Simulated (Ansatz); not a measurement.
Task: Name a neutral molecule of Mg and H with size of the dipole moment (B3LYP/def2-TZVPP) between 0.00 and 0.30 D and HOMO energy (PBE/def2-TZVPP) between -6.25 and -5.95 eV (Ansatz, PBE0-D4/def2-TZVP geometry).

Result: `[MgH2]` (0.00 D, -6.04 eV). Other molecules can fit too; these were computed, each in one conformer that needn't be the lowest.

B3LYP here is the variant with VWN-RPA as its local correlation; programs differ in this.
